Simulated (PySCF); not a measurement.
Working out the ionisation energy of S

S [Ne] 3s2 3p4 (3P) → S⁺ [Ne] 3s2 3p3 (4S). Calculation: PySCF 2.14, in aug-cc-pV(T+d)Z (6s5p4d2f, 55 functions); no relativity, point nucleus. Frozen: [Ne]. Energies in hartree (1 hartree = 27.21139 eV):

```csv
part,S (lower),S⁺ (upper)
UHF,-397.509982,-397.170298
CCSD correlation,-0.142152,-0.110220
(T),-0.005143,-0.003654
```

Task: What does Hartree-Fock give?

Result: (-397.170298) − (-397.509982) = 0.339684 hartree = 9.243 eV.

Task: What do CCSD and CCSD(T) give?

Result: The CCSD correlation energies differ by 0.031932 hartree = 0.869 eV and the triples by 0.001489 hartree = 0.041 eV, so CCSD gives 10.112 eV and CCSD(T) 10.153 eV.

Measured between the centres of the two terms (NIST): 10.336 eV, so CCSD(T) (valence) is off by -0.183 eV.

What remains against the reference includes basis incompleteness, the frozen core and higher excitations.
